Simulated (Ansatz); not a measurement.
Ideal-gas functions of CH$_{4}$N$_{2}$S, SMILES `NC(N)=S` at 600 K and 1 bar, from an Ansatz frequency run at PBE0-D4/def2-TZVP.

Molar mass 76.12 g/mol, point group C2 (symmetry number 2), electronic degeneracy 1, moments of inertia 47.36, 97.882, 144.828 u Å². Harmonic wavenumbers (cm⁻¹, unscaled): 320, 371, 400, 459, 496, 591, 651, 787, 1067, 1079, 1429, 1454, 1629, 1651, 3593, 3601, 3728, 3729.

Use S(trans) = R[1.5 ln M + 2.5 ln T − 1.1517]; rotational temperatures θ = 24.2544 K / I; S(rot) = R[ln(√π/σ · √(T³/θAθBθC)) + 1.5]; for each mode x = 1.438777 ν̃/T, S = R[x/(eˣ − 1) − ln(1 − e⁻ˣ)] and H = RT x/(eˣ − 1); 1 cm⁻¹ = 0.0119627 kJ/mol; R = 8.31446 J/(mol·K).

Task: By hand: the entropy, in J/(mol·K).

Result: Translation 177.4. Rotation: θ = 0.5121, 0.2478, 0.1675 K, giving 107.3. Vibration, mode by mode: 10.72, 9.56, 8.97, 7.92, 7.35, 6.08, 5.41, 4.17, 2.45, 2.40, 1.23, 1.17, 0.84, 0.80, 0.01, 0.01, 0.01, 0.01, in all 69.1. Electronic 0.0. Sum 353.8 J/(mol·K).

Task: By hand: H − E and G − E in kJ/mol, counted from the electronic energy.

Result: Zero-point energy ½ × 27035 × 0.0119627 = 161.7; thermal vibration 24.8; translation, rotation and pV give 4 RT = 20.0. H − E = 206.5 kJ/mol, and G − E = 206.5 − 600 × 353.8/1000 = -5.8 kJ/mol.

Vibration gives 20 % of the entropy. The sum counts one conformer and one mirror image; others add a mixing term.
